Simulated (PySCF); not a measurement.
# How methods differ on the ionisation energy of Ne

Ne [Ne] (1S) → Ne⁺ [He] 2s2 2p5 (2P), as a difference of total energies. Computed with PySCF 2.14 in x2c-SVPall, with the spin-free X2C one-electron Hamiltonian (Gaussian nucleus). Correlated levels: valence: 1s2 frozen. The calculations carry no spin-orbit coupling.

| method | ionisation energy (eV) | error (eV) |
| --- | --- | --- |
| UHF | 19.790 | -1.807 |
| B3LYP | 21.431 | -0.166 |
| LDA | 21.851 | +0.254 |
| MP2 (valence) | 21.249 | -0.348 |
| SCS-MP2 (valence) | 21.121 | -0.476 |
| CCSD (valence) | 21.060 | -0.537 |
| CCSD(T) (valence) | 21.060 | -0.537 |

Reference: 21.597 eV (measured; NIST levels, between the centres of gravity of the two terms).

Errors of the correlated levels include the incompleteness of this basis and the frozen core.
